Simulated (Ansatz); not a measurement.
**One shape, several levels: AlNH3 (SMILES [NH2][AlH])**

Aim: a comparison of 4 runs (UB3LYP/6-31G*, UPBE/cc-pVTZ, USVWN5/cc-pVTZ, UCCSD(T)/cc-pVTZ) of AlNH3. 

Program for the calculation: Ansatz 0.2.0.

41 further runs of the same task are left out: 41 set aside as unsound or not needed.

**1. The system as given**

AlNH3: 5 atoms, total charge 0, spin state doublet. SMILES: `[NH2][AlH]`. The Al2–H5 distance was set to 2.887 Å, away from the relaxed value. At this shape a bond of the SMILES string is far longer than usual.

Bond lengths: N1–Al2 1.774 Å, N1–H3 1.007 Å, N1–H4 1.009 Å. Angles: Al2–N1–H3 125.4°, Al2–N1–H4 124.3°, H3–N1–H4 110.2°.

**2. The energy at UB3LYP/6-31G(d) (spherical functions) (run 1)**

input.yaml

```yaml
crystal:
  periodic: [false, false, false]
  atoms:
    - {symbol: "N", position_ang: [0.399227, -1.626775, 0.844043]}
    - {symbol: Al, position_ang: [1.352427, -0.132075, 0.789743]}
    - {symbol: H, position_ang: [0.664327, -2.471275, 1.324443]}
    - {symbol: H, position_ang: [-0.494473, -1.748775, 0.391543]}
    - {symbol: H, position_ang: [0.191800, 2.041400, -0.715400]}
basis:
  gaussian:
    orbitals: 6-31G_st_-spherical.json
magnetization:
  spin_polarized: true
  initial_magnetization: 1
hamiltonian:
  xc: {name: B3LYP}
accuracy: high
output:
  orbitals: {seedname: orbitals}
```

The basis set 6-31G* is read from a file made from the Basis Set Exchange's data (not shown).

Command:

```bash
$ ansatz run input.yaml --threads 1 --pin off --max-ram 3480MiB --events-out events.jsonl --progress --plain --runs-dir runs
```

What it wrote:

```text
Warning: RAYON_NUM_THREADS=1 ignored (pool sized by the plan → 1); use --threads N
Functional definition: B3LYP
  name "B3LYP"
  parameter a0 = 0.2
  parameter ax = 0.72
  parameter ac = 0.81
  exchange = (1 - a0 - ax)*slater_x + ax*b88_x + a0*exact_x
  correlation = (1 - ac)*vwn_rpa_c + ac*lyp_c
786 factors; integrals over basis functions are off by at most 3.9e-9 eV
mean field evaluation 1: about -8125.7879 eV, gradient 4.2e1 eV
mean field evaluation 2: about -8088.8842 eV, gradient 7.9e1 eV
mean field evaluation 4: about -8133.0145 eV, gradient 5.0e0 eV
mean field evaluation 8: about -8133.4643 eV, gradient 3.9e-1 eV
mean field evaluation 16: about -8133.4678 eV, gradient 3.5e-4 eV
mean field -8133.46780221 eV, -298.8994286688 hartree, gradient 3.7e-8 eV, S^2 0.787479; 0 other end points of the search recorded, 0 dependent functions left out
reference -8133.46783651 eV, -298.8994299291 hartree; 12, 11 occupied and 26, 27 virtual orbitals, 786 factors
Total energy: -8133.46783651 eV, -298.8994299291 hartree
```

Wall time 1.9 s (1 thread of Intel Xeon 6975P-C (Granite Rapids), shared host); peak memory 0.16 GiB.

**3. The energy at UPBE/cc-pVTZ (run 2)**

input.yaml

```yaml
crystal:
  periodic: [false, false, false]
  atoms:
    - symbol: N
      position_ang: [0.399227, -1.626775, 0.844043]
    - symbol: Al
      position_ang: [1.352427, -0.132075, 0.789743]
    - symbol: H
      position_ang: [0.664327, -2.471275, 1.324443]
    - symbol: H
      position_ang: [-0.494473, -1.748775, 0.391543]
    - symbol: H
      position_ang: [0.191800, 2.041400, -0.715400]
basis:
  gaussian:
    orbitals: cc-pVTZ
magnetization:
  spin_polarized: true
  initial_magnetization: 1
hamiltonian:
  xc: {name: PBE}
accuracy: high
output: {orbitals: {seedname: orbitals}}
```

Command:

```bash
$ ansatz run input.yaml --threads 1 --pin off --max-ram 3480MiB --events-out events.jsonl --progress --plain --runs-dir runs
```

What it wrote:

```text
Warning: RAYON_NUM_THREADS=1 ignored (pool sized by the plan → 1); use --threads N
Functional definition: PBE
  name "PBE"
  parameter kappa = 0.804
  parameter beta = 0.06672455060314922
  exchange = pbe_x(kappa = kappa, mu = beta*pi^2/3)
  correlation = pbe_c(beta = beta)
1750 factors; integrals over basis functions are off by at most 3.0e-9 eV
mean field evaluation 1: about -8116.9561 eV, gradient 5.4e1 eV
mean field evaluation 2: about -8048.5419 eV, gradient 1.0e2 eV
mean field evaluation 4: about -8127.4236 eV, gradient 9.1e0 eV
mean field evaluation 8: about -8128.7269 eV, gradient 5.6e-1 eV
mean field evaluation 16: about -8128.7308 eV, gradient 2.7e-4 eV
mean field -8128.73078494 eV, -298.7253464950 hartree, gradient 4.4e-8 eV, S^2 0.787711; 0 other end points of the search recorded, 0 dependent functions left out
reference -8128.73078849 eV, -298.7253466254 hartree; 12, 11 occupied and 94, 95 virtual orbitals, 1750 factors
Total energy: -8128.73078849 eV, -298.7253466254 hartree
```

It took 4.2 s on 1 thread of Intel Xeon 6975P-C (Granite Rapids), shared host; peak memory 0.27 GiB.

Run 3 isn't shown in full; the table further down has it.

**4. The energy at UCCSD(T)/cc-pVTZ (run 4)**

in.yaml

```yaml
crystal:
  periodic: [false, false, false]
  atoms:
    - symbol: N
      position_ang: [0.399227, -1.626775, 0.844043]
    - symbol: Al
      position_ang: [1.352427, -0.132075, 0.789743]
    - symbol: H
      position_ang: [0.664327, -2.471275, 1.324443]
    - symbol: H
      position_ang: [-0.494473, -1.748775, 0.391543]
    - symbol: H
      position_ang: [0.191800, 2.041400, -0.715400]
basis:
  gaussian: {orbitals: cc-pVTZ}
scf: {omitted_lower_state_checks: [cluster_reference, increment]}
magnetization: {spin_polarized: true, initial_magnetization: 1}
correlation: {method: ccsd_t, frozen_orbitals: {Al: 5, H: 0, "N": 1}}
accuracy: high
```

Command:

```bash
$ ansatz run in.yaml --threads 1 --pin off --max-ram 3480MiB --events-out events.jsonl --progress --plain --runs-dir runs
```

What it wrote:

```text
Warning: RAYON_NUM_THREADS=1 ignored (pool sized by the plan → 1); use --threads N
[... 12 lines left out ...]
6 core orbitals not correlated: weight in the atoms' cores, before any rotation towards them, 1.000 or more for the frozen orbitals, at most 0.000 for the correlated occupied ones
[... 36 lines left out ...]
Total energy: -8119.51621014 eV, -298.3867171170 hartree
Checks for a lower state left out: cluster_reference, increment
```

Wall time 32 s (1 thread of Intel Xeon 6975P-C (Granite Rapids), shared host); peak memory 1.5 GiB.

**5. The series**

```
run                                level  frozen core orbitals  energy (Eh)  HOMO energy (eV)  LUMO energy (eV)   ⟨S²⟩  wall time
  1  UB3LYP/6-31G* (spherical functions)                     –  -298.899430             -5.91             -2.94  0.787      1.9 s
  2                         UPBE/cc-pVTZ                     –  -298.725347             -5.27             -3.48  0.788      4.2 s
  3                       USVWN5/cc-pVTZ                     –  -297.410295             -5.27             -3.84  0.767      2.8 s
  4                     UCCSD(T)/cc-pVTZ                     6  -298.386717                 –                 –  0.959       32 s
```

**6. Results**

```
                                          quantity          value
                               run 4: total energy  -298.38672 Eh
run 4: correlation energy (6 core orbitals frozen)     -307.2 mEh
                             run 4: (T) correction     -11.36 mEh
          run 4: ⟨S²⟩ of the reference determinant          0.959
                              run 4: T1 diagnostic          0.041
```

Totals of different functionals can't be ranked against each other. Spin contamination of the reference: run 4 ⟨S²⟩ = 0.96. All runs together took 41 s, the longest 32 s.
